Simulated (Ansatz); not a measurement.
```xyz
8

O     0.928   -0.608    0.813
C    -0.004   -0.200   -0.091
O    -1.213   -0.418    0.496
O     0.175    1.103   -0.519
F     0.101   -0.928   -1.243
H     1.793   -0.469    0.412
H    -1.888   -0.142   -0.132
H     0.109    1.662    0.263
```

Charge 0, multiplicity 1.

Q: List the ωB97M-V/def2-TZVPP orbital energies in eV (Ansatz). (Estimate.)

A: Ansatz gave: Occupied: -677.75, -527.05, -527.05, -527.03, -287.97, -37.59, -33.98, -32.07, -31.87, -21.94, -20.31, -18.22, -17.97, -15.73, -15.65, -14.54, -14.32, -13.62, -12.65, -12.26, -11.52. Lowest empty: 2.04, 3.10, 3.20, 6.57, 6.89, 7.96, 8.68, 9.06.
